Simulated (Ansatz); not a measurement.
C2H3N, SMILES `C=C=N`. Charge 0, multiplicity 1. The geometry is a stationary point of PBE0-D4/def2-TZVP. It is one conformer, not always the lowest.

```xyz
6

C     0.515    0.568   -0.595
C    -0.169   -0.297    0.103
N    -0.793   -1.179    0.666
H     0.008    1.248   -1.266
H     1.591    0.616   -0.499
H    -1.152   -0.955    1.591
```

(1) What is the dipole moment at PBE/def2-TZVPP? (An estimate is asked.)

(2) And with r2SCAN, B3LYP, ωB97M-V? (An estimate is asked.)

(3) Give the Mulliken charges with PBE, r2SCAN, ωB97M-V in def2-TZVPP. (Estimate.)

Results:

(1) Computed: 1.40 D, with components (0.04, 1.12, 0.84) D in this frame, pointing from negative to positive charge.

(2) Ansatz gave: r2SCAN 1.44 D, B3LYP 1.46 D, ωB97M-V 1.49 D.

(3) The calculation gave: 
| atom | PBE | r2SCAN | ωB97M-V |
| --- | --- | --- | --- |
| C1 | -0.24 | -0.27 | -0.27 |
| C2 | -0.01 | 0.12 | 0.09 |
| N3 | -0.17 | -0.27 | -0.21 |
| H4 | 0.11 | 0.11 | 0.11 |
| H5 | 0.11 | 0.11 | 0.11 |
| H6 | 0.19 | 0.19 | 0.16 |

B3LYP here is the variant with VWN-RPA as its local correlation; programs differ in this.
